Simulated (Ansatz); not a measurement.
Input for Ansatz (a program for electronic structure): U-CCSD(T)/aug-cc-pVQZ on CH3 (SMILES [CH3]), 2S+1 = 2.

Ansatz 0.2 input:
```yaml
crystal:
  periodic: [false, false, false]
  atoms:
    - {symbol: C, position_ang: [0.00000000, 0.00000000, -0.00000000]}
    - {symbol: H, position_ang: [0.00000000, 0.00000000, 1.07731727]}
    - {symbol: H, position_ang: [-0.00000000, 0.93298412, -0.53865863]}
    - {symbol: H, position_ang: [0.00000000, -0.93298412, -0.53865863]}
basis:
  gaussian:
    orbitals: aug-cc-pVQZ
magnetization: {spin_polarized: true, initial_magnetization: 1}
correlation: {method: ccsd_t, electrons: outside_noble_gas}
scf: {omitted_lower_state_checks: [cluster_reference]}
```

Predict the final total energy.

-39.7733 hartree (reference determinant -39.5804, T1 diagnostic 0.009).

How many basis functions does it have, and what does it roughly cost on one machine?

218 functions; around 60 core-seconds (rough).
